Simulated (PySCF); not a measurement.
Molecule: SMILES C=CC(=O)[O-], [C₃H₃O₂]-.

Bonds (- single, = double, # triple, : aromatic): C1=C2, C2-C3, C3=O4, C3-O5. C1 carries H6, H7; C2 carries H8. Formal charges: O5 -1.

Total charge -1. H6 is cis to C3; H7 is trans to C3.

Frames of a GFN2-xTB Langevin trajectory at 400 K; GIAO PBE0/pcSseg-1 shieldings in PySCF 2.14, gas phase, non-relativistic; equivalent atoms averaged within each frame.

References, each an isolated molecule treated in the same way: ¹³C (186.93 ppm) and ¹H (31.72 ppm) vs TMS; H2O for ¹⁷O (336.08 ppm). The references are static minima.

**Question.** How do the shifts (ppm) fluctuate along the trajectory?

**Answer.** 
```
         time (fs)     C3     C2     C1     O5     O4    H8    H6    H7
optimised geometry  167.5  160.2  113.7  299.3  363.9  6.21  5.63  4.73
               250  172.0  163.2   96.1  391.8  344.2  6.96  4.29  4.23
               425  179.4  168.3   98.7  371.9  383.3  7.84  4.61  3.15
               625  167.5  168.4  110.7  324.5  331.6  6.67  5.64  5.49
               800  175.1  166.9  114.6  404.5  311.4  7.17  5.80  4.23
              1000  166.6  177.2  107.6  343.4  322.4  7.34  5.73  5.25
    mean of frames  172.1  168.8  105.5  367.2  338.5  7.20  5.21  4.47
standard deviation    5.4    5.1    7.9   33.2   27.7  0.44  0.71  0.94
```

5 frames give an uncertainty of the mean of about the standard deviation over 2.2 at best, since frames this close in time may not be independent; classical motion lacks zero-point vibration, and the reference would need the same averaging.
